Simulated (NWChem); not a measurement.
**CHNS (isothiocyanic acid): levels of theory compared**

Aim: a comparison of 6 runs (HF/3-21G, B3LYP/STO-3G, B3LYP/6-31G*, B3LYP/def2-TZVP, M06-2X/def2-TZVP, MP2/aug-cc-pVDZ) of CHNS (isothiocyanic acid). 

Program for the calculation: NWChem 7.3.0.

## (1) Starting point

CHNS has 4 atoms, charge 0, and is taken as a singlet. As SMILES, `N=C=S`. The coordinates come from a PBE0-D4/def2-TZVP relaxation.

Bond lengths: N1–C2 1.197 Å, C2–S3 1.563 Å, N1–H4 1.004 Å. Angles: N1–C2–S3 174.4°, C2–N1–H4 132.5°.

## (2) Energy and gradient at HF/3-21G (run 1)

The input, chns.nw:

```
start chns
memory stack 880 mb heap 220 mb global 1100 mb

geometry noautosym nocenter noautoz
 N       -0.250070       0.634650      -0.475270
 C        0.306250      -0.206190       0.170680
 S        1.162880      -1.237190       0.975330
 H       -1.219070       0.808720      -0.670740
end

basis "ao basis" spherical bse
 * library 3-21G
end

scf
 thresh 1e-08
 maxiter 80
end

task scf gradient
```

Launch:

```bash
$ nwchem chns.nw > chns.out
```

The log of the run:

```text
[...]
  functions       =    33
[...]
  wavefunction    = RHF
[...]
         Total SCF energy =   -487.915737451258
      One-electron energy =   -830.981989667584
      Two-electron energy =    262.864985125588
 Nuclear repulsion energy =     80.201267090738
        Time for solution =      0.8s
[...]
                         RHF ENERGY GRADIENTS
    atom               coordinates                        gradient
                 x          y          z           x          y          z
   1 N      -0.472564   1.199315  -0.898130   -0.002406   0.037032  -0.026851
   2 C       0.578729  -0.389643   0.322538    0.037816  -0.070277   0.053361
   3 S       2.197525  -2.337950   1.843106   -0.028842   0.038775  -0.030018
   4 H      -2.303708   1.528259  -1.267515   -0.006568  -0.005529   0.003508
[...]
```

It took 1.8 s on 1 thread of Intel Xeon Platinum 8259CL at 2.50GHz (Skylake/Cascade Lake), shared host; peak memory 0.1 GiB.

## (3) Energy and forces at B3LYP/STO-3G (run 2)

The input, mymol.nw:

```
start mymol
title "isothiocyanic acid"
memory 2200 mb
charge 0
geometry units angstrom noautosym nocenter noautoz
  N    -0.250070    0.634650   -0.475270
  C     0.306250   -0.206190    0.170680
  S     1.162880   -1.237190    0.975330
  H    -1.219070    0.808720   -0.670740
end
basis spherical bse
  * library STO-3G
end
dft
  xc b3lyp
  grid xfine
  convergence energy 1e-08
  maxiter 100
  mulliken
  print medium
end
task dft gradient
```

Launch:

```bash
$ nwchem mymol.nw > mymol.out
```

The log of the run:

```text
[...]
          Wavefunction type:  closed shell.
          No. of atoms     :     4
          No. of electrons :    30
[...]
          Charge           :     0
          Spin multiplicity:     1
[...]
          AO basis - number of functions:    20
[...]
              XC Information
              --------------
                         B3LYP Method XC Potential
                     Hartree-Fock (Exact) Exchange  0.200
                        Slater Exchange Functional  0.800 local
                    Becke 1988 Exchange Functional  0.720 non-local
              Lee-Yang-Parr Correlation Functional  0.810
                  VWN I RPA Correlation Functional  0.190 local
[...]
 d= 0,ls=0.0,diis     1   -485.8723820704 -5.66D+02  1.09D-01  7.20D-01     0.7
[...]
 d= 0,ls=0.0,diis    10   -485.9882668493 -1.06D-10  7.70D-07  1.82D-10     4.8
         Total DFT energy =     -485.988266849330
      One electron energy =     -831.137484769432
           Coulomb energy =      303.430302862076
    Exchange-Corr. energy =      -38.482352032713
 Nuclear repulsion energy =       80.201267090738
[...]
  wavefunction    = closed shell
                         DFT ENERGY GRADIENTS
    atom               coordinates                        gradient
                 x          y          z           x          y          z
   1 N      -0.472564   1.199315  -0.898130    0.002569  -0.062803   0.045428
   2 C       0.578729  -0.389643   0.322538   -0.036818   0.066087  -0.050270
   3 S       2.197525  -2.337950   1.843106   -0.006043   0.003920  -0.003261
   4 H      -2.303708   1.528259  -1.267515    0.040292  -0.007204   0.008103
[...]
```

Run time: 6.6 s. Hardware: 1 thread of Intel Xeon Platinum 8259CL at 2.50GHz (Skylake/Cascade Lake), shared host; peak memory 0.12 GiB.

Runs 3 to 4 aren't shown in full; the table further down has their settings and results.

## (4) Energy and gradient at M06-2X/def2-TZVP (run 5)

The input, calc.nw:

```
start calc
title "CHNS gradient"
memory total 2200 mb

geometry units angstroms noautosym nocenter noautoz
  N     -0.250070     0.634650    -0.475270
  C      0.306250    -0.206190     0.170680
  S      1.162880    -1.237190     0.975330
  H     -1.219070     0.808720    -0.670740
end

basis spherical bse
  * library def2-TZVP
end

dft
  xc m06-2x
  grid fine
  convergence energy 1e-08
  iterations 100
  mulliken
end

task dft gradient
```

Launch:

```bash
$ nwchem calc.nw > calc.out
```

The log of the run:

```text
[...]
          Wavefunction type:  closed shell.
          No. of atoms     :     4
          No. of electrons :    30
[...]
          Charge           :     0
          Spin multiplicity:     1
[...]
          AO basis - number of functions:   105
[...]
              XC Information
              --------------
                       M06-2X Method XC Functional
                     Hartree-Fock (Exact) Exchange  0.540
                        M06-2X Exchange Functional  1.000
                      M06-2X Correlation Potential  1.000
[...]
 d= 0,ls=0.0,diis     1   -491.5770592776 -5.72D+02  5.95D-03  7.40D-01     4.7
[...]
 d= 0,ls=0.0,diis    12   -491.6306576091 -6.90D-11  7.62D-08  6.12D-11    73.7
         Total DFT energy =     -491.630657609077
      One electron energy =     -834.826471309161
           Coulomb energy =      301.309230106354
    Exchange-Corr. energy =      -38.314683497007
 Nuclear repulsion energy =       80.201267090738
[...]
  wavefunction    = closed shell
                         DFT ENERGY GRADIENTS
    atom               coordinates                        gradient
                 x          y          z           x          y          z
   1 N      -0.472564   1.199315  -0.898130   -0.002825   0.004975  -0.003789
   2 C       0.578729  -0.389643   0.322538    0.002466  -0.005515   0.004151
   3 S       2.197525  -2.337950   1.843106   -0.000776   0.001329  -0.001014
   4 H      -2.303708   1.528259  -1.267515    0.001136  -0.000790   0.000651
[...]
```

Run time: 1.8 min. Hardware: 1 thread of Intel Xeon Platinum 8259CL at 2.50GHz (Skylake/Cascade Lake), shared host; peak memory 0.13 GiB.

## (5) Energy and forces at MP2/aug-cc-pVDZ (run 6)

The input, mol.nw:

```
start mol
title "CHNS gradient"
memory stack 880 mb heap 220 mb global 1100 mb

geometry units angstroms noautosym nocenter noautoz
   N    -0.250070    0.634650   -0.475270
   C     0.306250   -0.206190    0.170680
   S     1.162880   -1.237190    0.975330
   H    -1.219070    0.808720   -0.670740
end

basis spherical bse
   * library aug-cc-pVDZ
end

scf
   thresh 1e-08
   maxiter 80
   noprint "final vectors analysis"
end

mp2
   freeze core 7
   tight
end

task mp2 gradient
```

Launch:

```bash
$ nwchem mol.nw > mol.out
```

The log of the run:

```text
[...]
  functions       =    82
[...]
  wavefunction    = RHF
[...]
         Total SCF energy =   -490.429333541428
      One-electron energy =   -834.047448643417
      Two-electron energy =    263.416848011251
 Nuclear repulsion energy =     80.201267090738
        Time for solution =     50.0s
[...]
          Total MP2 energy          -490.867313128182
[...]
                         mp2 ENERGY GRADIENTS
    atom               coordinates                        gradient
                 x          y          z           x          y          z
   1 N      -0.472564   1.199315  -0.898130    0.016973  -0.033153   0.025110
   2 C       0.578729  -0.389643   0.322538   -0.007798   0.017731  -0.013337
   3 S       2.197525  -2.337950   1.843106   -0.015615   0.017627  -0.013827
   4 H      -2.303708   1.528259  -1.267515    0.006441  -0.002205   0.002054
[...]
```

Wall time 2.4 min (1 thread of Intel Xeon Platinum 8259CL at 2.50GHz (Skylake/Cascade Lake), shared host); peak memory 0.19 GiB.

## (6) The series

```
run                               level  iteration cap  module  energy (Eh)  dipole moment (D)  HOMO energy (eV)  LUMO energy (eV)  wall time
  1                            HF/3-21G             80     scf  -487.915737               3.17            -10.00              2.91      1.8 s
  2                        B3LYP/STO-3G            100     dft  -485.988267               1.46             -3.90              2.52      6.6 s
  3  B3LYP/6-31G* (Cartesian functions)            100     dft  -491.633010               2.28             -7.16             -1.04       18 s
  4                     B3LYP/def2-TZVP            100     dft  -491.707987               1.96             -7.32             -1.32       71 s
  5                    M06-2X/def2-TZVP            100     dft  -491.630658               2.02             -8.68             -0.17    1.8 min
  6                     MP2/aug-cc-pVDZ             80     mp2  -490.867313               2.03                 –                 –    2.4 min
```

## (7) What came out

| quantity | value |
| --- | --- |
| run 6: total energy | -490.86731 Eh |
| run 6: dipole moment (of the density that the program reports) | 2.03 D |
| run 6: correlation energy (7 core orbitals frozen) | -438.0 mEh |
| run 6: largest force on an atom | 2.310 eV/Å |

**Reading.** The dipole moment (its size) runs from 1.46 D (B3LYP/STO-3G) to 3.17 D (HF/3-21G). The two ends differ in method and basis. Over runs 1, 2, 3, 4, 5 the HOMO–LUMO gap runs from 6.01 eV (B3LYP/def2-TZVP) to 12.91 eV (HF/3-21G). Totals of different functionals can't be ranked against each other. In run 2 the basis is minimal, so the values are rough. All runs together took 5.8 min, the longest 2.4 min.
